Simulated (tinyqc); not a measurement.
Worked calculation: Pariser-Parr-Pople SCF with singles CI, for the molecule C=CC=C (SMILES; centres numbered as the heavy atoms are written). One step of it, computed by the program tinyqc.

Task: Iteration 1: Fock matrix. F_rr = H_rr + P_rr gamma_rr / 2 + sum_(s != r) P_ss gamma_rs; F_rs = H_rs - P_rs gamma_rs / 2; E = tr P (H + F) / 2 + core repulsion sum_(r<s) z_r z_s gamma_rs.

P at the start, order 1C, 2C, 3C, 4C:
$$\begin{pmatrix}
1.000000 & 0.894427 & 0.000000 & -0.447214 \\
0.894427 & 1.000000 & 0.447214 & 0.000000 \\
0.000000 & 0.447214 & 1.000000 & 0.894427 \\
-0.447214 & 0.000000 & 0.894427 & 1.000000
\end{pmatrix}$$

core matrix H (eV), order 1C, 2C, 3C, 4C:
$$\begin{pmatrix}
-28.480597 & -2.390000 & 0.000000 & 0.000000 \\
-2.390000 & -32.677828 & -2.390000 & 0.000000 \\
0.000000 & -2.390000 & -32.677828 & -2.390000 \\
0.000000 & 0.000000 & -2.390000 & -28.480597
\end{pmatrix}$$

repulsion gamma_rs (eV), order 1C, 2C, 3C, 4C:
$$\begin{pmatrix}
12.350000 & 7.901291 & 5.351750 & 3.707556 \\
7.901291 & 12.350000 & 7.904787 & 5.351750 \\
5.351750 & 7.904787 & 12.350000 & 7.901291 \\
3.707556 & 5.351750 & 7.901291 & 12.350000
\end{pmatrix}$$

Centres (angstrom, eV; a flat drawing with bonds scaled to 1.40 angstrom):
```
centre          x          y  core charge z          W   gamma_rr
1C      -1.848000  -0.127000              1  11.520000  12.350000
2C      -0.559000   0.421000              1  11.520000  12.350000
3C       0.559000  -0.421000              1  11.520000  12.350000
4C       1.848000   0.127000              1  11.520000  12.350000
```

Give: F; pi energy.

Result:

F (eV), order 1C, 2C, 3C, 4C:
$$\begin{pmatrix}
-5.3450 & -5.9236 & 0.0000 & 0.8290 \\
-5.9236 & -5.3450 & -4.1576 & 0.0000 \\
0.0000 & -4.1576 & -5.3450 & -5.9236 \\
0.8290 & 0.0000 & -5.9236 & -5.3450
\end{pmatrix}$$

pi energy = -51.9007 eV
